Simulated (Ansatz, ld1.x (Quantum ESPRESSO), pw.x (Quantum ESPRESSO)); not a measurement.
**carbon (C) (bcc): variants of one ultrasoft potential in the solid**

* Element: carbon (C)
* Generator: ld1.x (Quantum ESPRESSO) 7.5
* Type: ultrasoft
* Functional: LDA (PW92)
* Relativity: scalar-relativistic
* Frozen core: [He]
* Valence charge: 4
* Reference configuration: 2s2 2p2
* Partial waves: 2s (bound): rcut 0.95, rcutus 1.20 bohr; 2s channel at 2.4 Ry: rcut 0.95, rcutus 1.20 bohr; 2p (bound): rcut 2.40, rcutus 3.30 bohr; 2p channel at 2.1 Ry: rcut 2.40, rcutus 3.30 bohr; 3d channel at 0.1 Ry: rcut 2.35, rcutus 2.75 bohr
* Local potential: all-electron potential smoothed inside 2.35 bohr (lloc = -1)
* Core correction: none
* Augmentation charge: PSQ, radius 1.05 bohr

Crystal test: bcc C in pw.x 7.5, no spin, 18³ k-points, Fermi–Dirac smearing 0.01 Ry, cutoffs set for each file from its atomic test. The reference is all-electron LAPW (Ansatz 0.2.0) with the same functional, mesh and smearing; V0 and B0 come from Birch–Murnaghan fits to the pressures at five volumes. Errors are pseudo minus all-electron; Δ is the rms difference of the E(V) curves that follow from these fits, minima aligned, over ±6 % about the mean V0. Mesh and smearing are coarse, so the numbers serve the comparison and aren't converged zero-temperature values; the lattice is a test structure that the element need not adopt.

All-electron: a0 = 2.329 Å (V0 = 6.32 Å³/atom), B0 = 221.9 GPa.

Base: The largest radius (3.30 bohr) exceeds half the bond length (1.89 bohr), so the spheres overlap, which is one possible source of error among others. This is a poor potential for the solid. Atomic configuration tests: 1 of 9 tests not solved or not reliable.

1 further variants are left out: they gave no file fit for a test, a broken result, the same result as the base, or pressures whose basis-set error rivals the error shown.

A dash in a converged row means that the minimum lies outside the volumes sampled.

```tsv
change	cutoffs (Ry)	pw.x	a0 (Å)	a0 error (%)	B0 error (%)	Δ (meV/atom)	mean pressure error (GPa)
base	40/520	converged	–	–	–	–	+77.05
waves 2s (bound): rcut 0.95, rcutus 1.46 bohr; 2s channel at 2.4 Ry: rcut 0.95, rcutus 1.46 bohr	40/520	converged	–	–	–	–	+77.31
local potential all-electron potential smoothed inside 3.04 bohr (lloc = -1)	40/520	failed (cdiaghg: S matrix not positive definite)	–	–	–	–	–
all radii scaled by about 0.88 (s 1.06, p 2.90, d 2.42 bohr, rcut 0.84/2.10/2.06); local potential all-electron potential smoothed inside 2.06 bohr (lloc = -1); augmentation PSQ, radius 0.92 bohr	45/680	converged	2.340	+0.45	+11.8	4.7	+4.52
```

(1) Give the row for: wave 2s channel at 2.4 Ry: rcut 0.95, rcutus 1.20 bohr becomes 2s channel at 0.28 Ry: rcut 0.95, rcutus 1.20 bohr.

Results:

(1) pw.x: converged; mean pressure error (GPa): +77.00.
